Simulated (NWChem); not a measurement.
CH5BN (SMILES B[N]C): how far must the integration grid go?

CH5BN has 8 atoms, charge 0, and is taken as a doublet. As SMILES, `B[N]C`. The coordinates come from a PBE0-D4/def2-TZVP relaxation.

```xyz
8

B    -0.3739    1.0961   -0.9650
N     0.0585    0.2756   -0.0087
C     0.3396   -0.8359    0.7768
H    -1.0078    0.6323   -1.8854
H    -0.1430    2.2764   -0.9216
H    -0.0964   -0.7550    1.7786
H     1.4162   -1.0182    0.8653
H    -0.1010   -1.7286    0.3044
```

Program: NWChem 7.3.0. Method: TDA-SVWN5/6-31G* (spherical functions). Swept: integration grid. Watched: the lowest excitation energy. Each run: excited states. Hardware: 1 thread of AMD EPYC 7R13 (Zen 3), shared host.

The last row is the best point of the sweep, not the limit.

```tsv
integration grid	value (eV)	from the best (eV)	wall time
lebedev 20 3	2.2229	+0.0244	7.8 s
lebedev 35 6	2.1977	-0.0009	8.4 s
lebedev 50 8	2.1986	0.0000	9.6 s
lebedev 75 11	2.1986	0.0000	12 s
lebedev 99 14	2.1985	0.0000	18 s
lebedev 150 18	2.1985	0.0000	44 s
```

**Question.** Which is the coarsest setting good to 0.005 eV?

**Answer.** lebedev 35 6: it is 0.0009 eV off and takes 8.4 s, against 44 s for lebedev 150 18.
